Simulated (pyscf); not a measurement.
`[SiH3][SH]` + `[H][H]` -> `[SiH3][SH]` + `[H][H]` (four-centre exchange; singlet surface; H–S, H–H broken, H–S, H–H formed). PySCF, gas phase, ωB97X-D3(BJ)/def2-SVP geometries. Energies in kcal/mol from the separated reactants.

```
level                   barrier  reaction energy
----------------------  -------  ---------------
ωB97X-D3(BJ)/def2-TZVP     71.1              0.0
r²SCAN/def2-TZVP              …              0.0
B3LYP-D3(BJ)/def2-TZVP     66.2              0.0
PBE0-D3(BJ)/def2-TZVP      63.1              0.0
ωB97M-D3(BJ)/def2-TZVP        …              0.0
HF/def2-TZVP               90.5              0.0
```

Q: Some entries are withheld; supply them.

A: 
- r²SCAN/def2-TZVP, barrier: 62.9
- ωB97M-D3(BJ)/def2-TZVP, barrier: 69.3

The functionals in the table span 8.2 kcal/mol in this barrier, from r²SCAN to ωB97X-D3(BJ)/def2-TZVP. The same reactants have a lower exit, to H₂S + SiH₄ (barrier +57.3 kcal/mol at ωB97M-D3(BJ)/def2-TZVP, against +69.3 kcal/mol here). Another saddle between the same species, by other bonds, lies lower (62.5 kcal/mol against 69.3 kcal/mol at ωB97M-D3(BJ)/def2-TZVP).
